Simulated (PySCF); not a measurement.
A species of formula C6H4N4 has this rotational fingerprint, computed with CAM-B3LYP/def2-SVPD in PySCF (dipole) on a GFN2-xTB geometry, gas phase:

- Rotational constants: A = 3294, B = 793.2, C = 667.8 MHz
- Dipole components: |μa| = 6.68 D, |μb| = 1.39 D, |μc| = 1.81 D
- Inertial defect: -33.78 u·Å²
- κ: -0.90

Question: Which structure is it? (One computed conformer of each.)
A. `[CH2:1]=[CH:2][c:3]1[n:4][cH:5][n:6][c:7]([C:8]#[N:9])[n:10]1` with C1–C2–C3–N4 180°
B. `[CH:1]#[C:2][CH2:3][n:4]1[cH:5][c:6]([C:7]#[N:8])[n:9][n:10]1` with C2–C3–N4–C5 -50°
C. 1,4,5,8-tetraazanaphthalene (`C1=CN=C2N=CC=NC2=N1`)

Answer: B. It is C#CCn1cc(C#N)nn1, a near-prolate asymmetric top, point group C1. The candidates at the same level (rigid rotor, commonest isotopes):

```tsv
SMILES	A (MHz)	B (MHz)	C (MHz)	μa (D)	μb (D)	μc (D)	Δ (u·Å²)	point group	rotor
c1cnc2nccnc2n1	3297	1403	984.2	0.00	0.00	0.00	0.00	D2h	asymmetric top
C#CCn1cc(C#N)nn1	3294	793.2	667.8	6.68	1.39	1.81	-33.78	C1	near-prolate asymmetric top
C=Cc1ncnc(C#N)n1	2430	1098	756.3	4.10	1.02	0.00	0.00	Cs	asymmetric top
```

`C=Cc1ncnc(C#N)n1` has B 38 % too high; `c1cnc2nccnc2n1` has B 77 % too high. No structure here is proved a minimum.
